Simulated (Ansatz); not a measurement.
**CH₃B+ (doublet): wave-function methods side by side, cc-pVTZ**

How much of the correlation energy of CH₃B+ (doublet) does each wave-function method recover here?

Program: Ansatz 0.2.0, Gaussian basis. Level of theory: cc-pVTZ, core rule «outside noble gas», up to 2 orbitals frozen. These are calculated values, not measurements.

To be run: UHF; CCSD(T) on ROHF; CCSD(T) on UHF; BCCD(T) on ROHF; CCSDT(Q) on ROHF; CCSDT(Q) on UHF; CASSCF and NEVPT2, 9 electrons in 11 orbitals.

3 further runs of the same task are left out: 3 set aside as unsound or not needed.

### Step 1. The geometry

The geometry is a PBE0/def2-TZVP stationary point (not a proven minimum) of the parent state, kept for this charge and spin.

5 atoms, charge 1, spin multiplicity 2.

Atoms are counted from 1 here; the program's logs count them from 0.

Bond lengths: B1–C2 1.374 Å, B1–H3 1.175 Å, C2–H4 1.086 Å, C2–H5 1.086 Å. Angles: C2–B1–H3 180.0°, B1–C2–H4 122.5°, B1–C2–H5 122.5°, H4–C2–H5 115.0°.

### Step 2. UHF

The input, in.yaml:

```yaml
crystal:
  periodic: [false, false, false]
  atoms:
    - {symbol: B, position_ang: [0.000000, 0.000000, 0.745473]}
    - {symbol: C, position_ang: [0.000000, 0.000000, -0.628685]}
    - {symbol: H, position_ang: [0.000000, 0.000000, 1.920782]}
    - {symbol: H, position_ang: [0.000000, 0.915866, -1.212565]}
    - {symbol: H, position_ang: [0.000000, -0.915866, -1.212565]}
basis:
  gaussian: {orbitals: cc-pVTZ}
total_charge: 1
magnetization: {spin_polarized: true, initial_magnetization: 1}
hamiltonian: {xc: hf}
output: {orbitals: {seedname: orbitals}}
```

Started as:

```sh
ansatz run in.yaml --threads 1 --pin off --events-out ev --progress --plain --max-ram 2816MiB --backend cpu
```

Further steps of the session: CCSD(T) on ROHF; CCSD(T) on UHF; BCCD(T) on ROHF; CCSDT(Q) on ROHF; CCSDT(Q) on UHF; CASSCF and NEVPT2, 9 electrons in 11 orbitals.

Before running them: what should the planned runs give, taken together? Wanted: UCCSDT(Q) below the RHF energy; RMP2 from UCCSDT(Q); UMP2 from UCCSDT(Q); RCCSD from UCCSDT(Q); RCCSD(T) from UCCSDT(Q); UCCSD(T) from UCCSDT(Q); RCCSDT(Q) from UCCSDT(Q); NEVPT2 valence from UCCSDT(Q); T1 diagnostic.

**Answer**, as computed:

```
                         quantity                                                   value
   UCCSDT(Q) below the RHF energy                                              -6.6024 eV
              RMP2 from UCCSDT(Q)                                              +969.0 meV
              UMP2 from UCCSDT(Q)                                              +977.9 meV
             RCCSD from UCCSDT(Q)                                              +220.7 meV
          RCCSD(T) from UCCSDT(Q)                                               +27.8 meV
          UCCSD(T) from UCCSDT(Q)                                               +27.5 meV
         RCCSDT(Q) from UCCSDT(Q)                                                +0.9 meV
    NEVPT2 valence from UCCSDT(Q)                                              +817.9 meV
levels within 1 kcal/mol (43 meV)  RCCSD(T), UCCSD(T), BCCD(T), RCCSDT, UCCSDT, RCCSDT(Q)
                    T1 diagnostic                                                   0.014
   effectively unpaired electrons                                                    1.02
```

What this shows: RCCSD(T) lands +27.8 meV from the yardstick (0.4 % of the correlation energy). One determinant dominates. These misses are within one basis, not against nature; the frozen cores of restricted and unrestricted runs differ, which can shift their rows.
